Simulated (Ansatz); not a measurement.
The input, for Ansatz 0.2.0:

```yaml
crystal:
  periodic: [false, false, false]
  atoms:
    - {symbol: Zr, position_ang: [0.000219, 0.000000, 0.303712]}
    - {symbol: C, position_ang: [-0.002839, 0.000000, -1.884622]}
    - {symbol: H, position_ang: [0.007010, 0.896954, -2.515135]}
    - {symbol: H, position_ang: [0.007010, -0.896954, -2.515135]}
basis:
  gaussian: {orbitals: def2-SVP}
magnetization: {spin_polarized: true, initial_magnetization: 6}
hamiltonian: {xc: {name: PBE}}
output: {orbitals: {seedname: orbitals}}
```

```sh
$ ansatz run in.yaml --threads 1 --pin off --events-out ev --progress --plain --max-ram 2393MiB
```

Log:

```
552 factors; their error is unknown
mean field evaluation 1: about -2333.9761 eV, gradient 2.2e1 eV
mean field evaluation 2: about -2312.1733 eV, gradient 4.4e1 eV
mean field evaluation 4: about -2337.6912 eV, gradient 3.3e0 eV
mean field evaluation 8: about -2337.7828 eV, gradient 1.1e-1 eV
mean field evaluation 16: about -2337.7666 eV, gradient 4.8e-4 eV
mean field evaluation 32: about -2337.5912 eV, gradient 3.1e0 eV
mean field evaluation 64: about -2337.7666 eV, gradient 1.6e-2 eV
mean field evaluation 96: about -2336.9207 eV, gradient 3.7e0 eV
mean field evaluation 128: about -2337.5878 eV, gradient 2.7e0 eV
mean field evaluation 160: about -2335.9991 eV, gradient 2.4e0 eV
mean field -2337.76658297 eV, -85.9113373292 hartree, gradient 4.5e-6 eV, S^2 12.003399; 9 other end points of the search recorded, 0 dependent functions left out
reference -2337.76663734 eV, -85.9113393273 hartree; 13, 7 occupied and 42, 48 virtual orbitals, 552 factors
Total energy: -2337.76663734 eV, -85.9113393273 hartree
```

Ran on 1 thread of Arm Neoverse V1, shared host: 23 s wall, 0.13 GiB peak host memory.
